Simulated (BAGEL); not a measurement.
# C2H5Al (SMILES C=[CH][AlH2]): a chain of runs

Aim: the energy (HF/cc-pVDZ), then a single-point energy (NEVPT2(2,2)/cc-pVDZ), then the energy (CASPT2(2,2)/cc-pVDZ) of C2H5Al. 

The results are computed with BAGEL 1.2.2.

2 further runs of the same task are left out: 2 set aside as unsound or not needed.

## (1) The structure to begin with

The species is C2H5Al (8 atoms), meant as a singlet with charge 0. As SMILES, `C=[CH][AlH2]`. The Al3–H8 distance was set to 3.653 Å, away from the relaxed value. At this shape a bond of the SMILES string is far longer than usual.

Bond lengths: C1–C2 1.337 Å, C2–Al3 1.938 Å, C1–H4 1.089 Å, C1–H5 1.089 Å, C2–H6 1.090 Å, Al3–H7 1.588 Å. Angles: C1–C2–Al3 119.6°, C1–C2–H6 116.7°, Al3–C2–H6 123.7°, C2–C1–H4 121.7°, C2–C1–H5 123.0°, C2–Al3–H7 122.1°, H4–C1–H5 115.3°.

## (2) The energy at HF/cc-pVDZ (density fitting with svp-jkfit) (run 1)

hf.json reads:

```json
{ "bagel": [

{
  "title": "molecule",
  "basis": "cc-pvdz.json",
  "df_basis": "svp-jkfit",
  "angstrom": true,
  "geometry": [
    { "atom": "C", "xyz": [    0.174398,    2.373181,    0.298058 ] },
    { "atom": "C", "xyz": [    1.403298,    2.194981,    0.793158 ] },
    { "atom": "Al", "xyz": [    2.135098,    0.404681,    0.917058 ] },
    { "atom": "H", "xyz": [   -0.432602,    1.535381,   -0.040442 ] },
    { "atom": "H", "xyz": [   -0.290702,    3.353281,    0.203158 ] },
    { "atom": "H", "xyz": [    1.939898,    3.090081,    1.107758 ] },
    { "atom": "H", "xyz": [    3.588298,    0.126081,    1.492758 ] },
    { "atom": "H", "xyz": [    0.004400,   -2.327000,   -0.241900 ] }
  ]
},
{
  "title": "hf"
},
{
  "title": "print",
  "file": "orbitals.molden",
  "orbitals": true
}

]}
```

The basis set cc-pVDZ is read from a file made from the Basis Set Exchange's data (not shown).

On the command line:

```
$ BAGEL_NUM_THREADS=1 BAGEL hf.json > hf.out
```

What it wrote:

```text
* using 1 threads per process

  ===============================================================
  ===============================================================

  *** Geometry ***

  { "atom" : "C", "xyz" : [      0.329564,      4.484662,      0.563248 ] },
  { "atom" : "C", "xyz" : [      2.651849,      4.147913,      1.498851 ] },
  { "atom" : "Al", "xyz" : [      4.034750,      0.764736,      1.732988 ] },
[... 4 lines of this table left out ...]
  { "atom" : "H", "xyz" : [      0.008315,     -4.397393,     -0.457125 ] },

  Number of auxiliary basis functions:      368

  Since a DF basis is specified, we compute 2- and 3-index integrals:
    o Being stored without compression. Storage requirement is 0.015 GB

  Number of basis functions:       71
  Number of electrons      :       30

    * METHOD: MOLECULE                             0.11

  *** RHF ***

  === Nuclear Repulsion ===
    80.7507129139

      * DIIS with orbital gradients will be used.

  === RHF iteration (cc-pvdz.json) ===
      0       -320.20939144          0.01450536           0.02
      1       -320.32668943          0.00640481           0.02
      2       -320.34495021          0.00155449           0.02
[... 10 lines of this table left out ...]
     13       -320.34646767          0.00000001           0.02
    * SCF iteration converged.

    * Permanent dipole moment:
           (   -0.831914,    -2.014513,    -0.546954) a.u.

    * METHOD: HF                                   0.40

    * METHOD: PRINT                                0.01

  ===============================================================
```

Run time: 0.66 s. Hardware: 1 thread of Arm Neoverse V2, shared host; peak memory 0.18 GiB.

## (3) A single-point energy at NEVPT2(2,2)/cc-pVDZ (density fitting with svp-jkfit) (run 2)

input.json reads:

```json
{ "bagel": [

{
  "title": "molecule",
  "basis": "cc-pvdz.json",
  "df_basis": "svp-jkfit",
  "angstrom": true,
  "geometry": [
    { "atom": "C", "xyz": [    0.174398,    2.373181,    0.298058 ] },
    { "atom": "C", "xyz": [    1.403298,    2.194981,    0.793158 ] },
    { "atom": "Al", "xyz": [    2.135098,    0.404681,    0.917058 ] },
    { "atom": "H", "xyz": [   -0.432602,    1.535381,   -0.040442 ] },
    { "atom": "H", "xyz": [   -0.290702,    3.353281,    0.203158 ] },
    { "atom": "H", "xyz": [    1.939898,    3.090081,    1.107758 ] },
    { "atom": "H", "xyz": [    3.588298,    0.126081,    1.492758 ] },
    { "atom": "H", "xyz": [    0.004400,   -2.327000,   -0.241900 ] }
  ]
},
{ "title": "hf" },
{ "title": "casscf", "nstate": 1, "nact": 2, "nclosed": 14, "active": [15, 16], "maxiter": 200, "natocc": true },
{ "title": "nevpt2", "nstate": 1, "nact": 2, "nclosed": 14, "active": [15, 16], "maxiter": 200, "natocc": true, "ncore": 7 },
{ "title": "print", "file": "orbitals.molden", "orbitals": true }

]}
```

The basis set cc-pVDZ is read from a file made from the Basis Set Exchange's data (not shown).

On the command line:

```
$ BAGEL_NUM_THREADS=1 BAGEL input.json > input.out
```

What it wrote:

```text
* using 1 threads per process

  ===============================================================
  ===============================================================

  *** Geometry ***

  { "atom" : "C", "xyz" : [      0.329564,      4.484662,      0.563248 ] },
  { "atom" : "C", "xyz" : [      2.651849,      4.147913,      1.498851 ] },
  { "atom" : "Al", "xyz" : [      4.034750,      0.764736,      1.732988 ] },
[... 4 lines of this table left out ...]
  { "atom" : "H", "xyz" : [      0.008315,     -4.397393,     -0.457125 ] },

[... 23 lines left out ...]
    * SCF iteration converged.
[... 1 line left out ...]
    * Permanent dipole moment:
[... 27 lines left out ...]
    * Second-order optimization converged. *
[... 9 lines left out ...]
     * ci vector, state   0, <S^2> = 0.0000
[... 3 lines left out ...]
    * METHOD: CASSCF                               1.78

    * freezing 7 orbitals

  === DF-NEVPT2 calculation ===

    * 3-index integral transformation done
    * assembly done

      NEVPT2 correlation energy:   -0.3143734449      0.07

          (+0)     -0.2967736321
          (+0)'    -0.0017951514
          (+1)     -0.0044696065
          (+1)'    -0.0000000000
          (+2)     -0.0000581260
          (-1)     -0.0107755679
          (-1)'     0.0000000000
          (-2)     -0.0005013610

      NEVPT2 total energy:       -320.7405742531

    * METHOD: NEVPT2                               0.12

    * METHOD: PRINT                                0.01

  ===============================================================
```

It took 2.6 s on 1 thread of Arm Neoverse V2, shared host; peak memory 0.18 GiB.

## (4) A single-point energy at CASPT2(2,2)/cc-pVDZ (density fitting with svp-jkfit) (run 3)

calc.json reads:

```json
{ "bagel" : [

{
  "title" : "molecule",
  "basis" : "cc-pvdz.json",
  "df_basis" : "svp-jkfit",
  "angstrom" : true,
  "geometry" : [
    { "atom" : "C", "xyz" : [       0.174398,       2.373181,       0.298058 ] },
    { "atom" : "C", "xyz" : [       1.403298,       2.194981,       0.793158 ] },
    { "atom" : "Al", "xyz" : [       2.135098,       0.404681,       0.917058 ] },
    { "atom" : "H", "xyz" : [      -0.432602,       1.535381,      -0.040442 ] },
    { "atom" : "H", "xyz" : [      -0.290702,       3.353281,       0.203158 ] },
    { "atom" : "H", "xyz" : [       1.939898,       3.090081,       1.107758 ] },
    { "atom" : "H", "xyz" : [       3.588298,       0.126081,       1.492758 ] },
    { "atom" : "H", "xyz" : [       0.004400,      -2.327000,      -0.241900 ] }
  ]
},

{ "title" : "hf" },

{ "title" : "casscf", "nstate" : 1, "nact" : 2, "nclosed" : 14, "active" : [15, 16], "maxiter" : 200, "natocc" : true },

{ "title" : "print", "file" : "orbitals.molden", "orbitals" : true },

{ "title" : "smith", "method" : "caspt2", "ms" : true, "xms" : true, "sssr" : true, "shift" : 0.2, "shift_imag" : true, "ncore" : 7 }

]}
```

The basis set cc-pVDZ is read from a file made from the Basis Set Exchange's data (not shown).

On the command line:

```
$ BAGEL_NUM_THREADS=1 BAGEL calc.json > calc.out
```

What it wrote:

```text
* using 1 threads per process

  ===============================================================
  ===============================================================

  *** Geometry ***

  { "atom" : "C", "xyz" : [      0.329564,      4.484662,      0.563248 ] },
  { "atom" : "C", "xyz" : [      2.651849,      4.147913,      1.498851 ] },
  { "atom" : "Al", "xyz" : [      4.034750,      0.764736,      1.732988 ] },
[... 4 lines of this table left out ...]
  { "atom" : "H", "xyz" : [      0.008315,     -4.397393,     -0.457125 ] },

[... 25 lines left out ...]
    * Permanent dipole moment:
[... 37 lines left out ...]
     * ci vector, state   0, <S^2> = 0.0000
[... 21 lines left out ...]
       #      aibj      arbs      arbi      airj      risj      airs      arst      rist         Etot      error   time
[... 7 lines left out ...]
      ------------------------------------------------------------------------------------------------------------------

    * CASPT2 energy : state  0     -320.7428790243
        w/o shift correction       -320.7403017601
        reference weight              0.8864388112

    * METHOD: SMITH                                0.20

  ===============================================================
```

Run time: 3 s. Hardware: 1 thread of Arm Neoverse V2, shared host; peak memory 0.18 GiB.

## (5) Outcome

| quantity | value |
| --- | --- |
| run 1, HF/cc-pVDZ: total energy | -320.34647 Eh |
| run 1, HF/cc-pVDZ: dipole moment | 5.71 D |
| run 1, HF/cc-pVDZ: HOMO energy | -7.02 eV |
| run 1, HF/cc-pVDZ: LUMO energy | -0.56 eV |
| run 1, HF/cc-pVDZ: HOMO–LUMO gap | 6.46 eV |
| run 2, NEVPT2(2,2)/cc-pVDZ: total energy | -320.74057 Eh |
| run 3, CASPT2(2,2)/cc-pVDZ: total energy | -320.74288 Eh |

**Reading.** One bond (run 1, HF/cc-pVDZ) is far stretched, which a spin-restricted single reference describes badly; a broken-symmetry solution may lie lower.
